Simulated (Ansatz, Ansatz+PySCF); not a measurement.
```xyz
8

B     0.0000    0.0000   -0.9887
N     0.0000    0.0000    0.7771
H     0.0000   -1.2747   -1.3412
H    -1.1039    0.6373   -1.3412
H     1.1039    0.6373   -1.3412
H     0.0000    1.0275    1.1758
H    -0.8899   -0.5138    1.1758
H     0.8899   -0.5138    1.1758
```

RHF-MP2 on singlet BNH6 was run in several spherical basis sets with Ansatz (development build ahead of 0.2.0). Frozen core: 2 orbitals. Caution for RHF-MP2: no unrestricted run beside it, a lower state can exist.

(1) Rank the basis sets by the total energy that they give, lowest first, with the distance from the lowest.
A. 6-31G(d)
B. def2-SVP
C. cc-pVTZ
D. def2-TZVP
E. cc-pVDZ

## Answers

(1) C (0.00 eV), D (0.43 eV), E (2.48 eV), A (4.00 eV), B (4.28 eV).

Totals follow the description of the cores as much as that of the bonds, so this order isn't one of quality for chemistry.
